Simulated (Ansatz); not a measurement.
A CCSD(T) single point on `C=CNC(=C)S`.

```yaml
crystal:
  periodic: [false, false, false]
  atoms:
    - {symbol: C, position_ang: [-1.938470, -1.138494, 1.054843]}
    - {symbol: C, position_ang: [-1.104098, -0.662372, 0.131359]}
    - {symbol: N, position_ang: [0.033118, 0.066842, 0.396404]}
    - {symbol: C, position_ang: [0.977788, 0.508927, -0.508574]}
    - {symbol: C, position_ang: [2.248294, 0.759926, -0.173085]}
    - {symbol: S, position_ang: [0.484843, 0.713081, -2.189179]}
    - {symbol: H, position_ang: [-1.777669, -0.986284, 2.116430]}
    - {symbol: H, position_ang: [-2.808718, -1.702812, 0.753945]}
    - {symbol: H, position_ang: [-1.280163, -0.832881, -0.923933]}
    - {symbol: H, position_ang: [0.307516, 0.140496, 1.363598]}
    - {symbol: H, position_ang: [2.625453, 0.502100, 0.810086]}
    - {symbol: H, position_ang: [2.919831, 1.232276, -0.873471]}
    - {symbol: H, position_ang: [-0.667228, 1.364497, -1.943725]}
basis:
  gaussian: {orbitals: def2-TZVPP}
correlation: {method: ccsd_t}
output: {orbitals: {seedname: orbitals}}
```

```sh
$ ansatz run in.yaml --threads 4 --pin off --events-out ev --progress --plain
```

Output of Ansatz, abridged:

```
Functional definition: HF
1742 factors; integrals over basis functions are off by at most 1.0e-3 eV
mean field evaluation 1: about -16527.8882 eV, gradient 3.9e1 eV
mean field evaluation 2: about -16528.2677 eV, gradient 3.9e1 eV
mean field evaluation 4: about -16532.6672 eV, gradient 4.3e0 eV
mean field evaluation 8: about -16532.7516 eV, gradient 4.1e-1 eV
mean field evaluation 16: about -16532.7533 eV, gradient 1.2e-6 eV
mean field -16532.75326037 eV, -607.5674760158 hartree, gradient 1.2e-6 eV, S^2 0.000000; 0 other end points of the search recorded, 0 dependent functions left out
10 core orbitals not correlated: weight in the atoms' cores, before any rotation towards them, 1.000 or more for the frozen orbitals, at most 0.000 for the correlated occupied ones
reference -16532.75326037 eV, -607.5674760158 hartree; 17, 17 occupied and 268, 268 virtual orbitals, 1742 factors
second order -28.10967997 eV of doubles, -0.00000000 eV of singles
cycle   1  -28.50084636 eV  change   -3.9e-1 eV  update   1.2e-1
cycle   2  -29.23556443 eV  change   -7.3e-1 eV  update   3.7e-2
cycle   3  -29.39683921 eV  change   -1.6e-1 eV  update   1.9e-2
cycle   4  -29.38725741 eV  change    9.6e-3 eV  update   5.0e-3
cycle   5  -29.38573953 eV  change    1.5e-3 eV  update   2.4e-3
cycle   6  -29.38654743 eV  change   -8.1e-4 eV  update   6.6e-4
cycle   7  -29.38617193 eV  change    3.8e-4 eV  update   2.7e-4
cycle   8  -29.38610388 eV  change    6.8e-5 eV  update   8.8e-5
cycle   9  -29.38611793 eV  change   -1.4e-5 eV  update   4.2e-5
perturbative correction -1.41832756 eV, -0.0521225766 hartree
Total energy: -16563.55770586 eV, -608.6995185076 hartree
```

Hardware: 4 threads of a server CPU on a shared host. Wall time 2.8 min, peak host memory 4 GiB.

The correlation energy is -30.804 eV, 4.6 % of it from (T); the T1 diagnostic reads 0.0126.
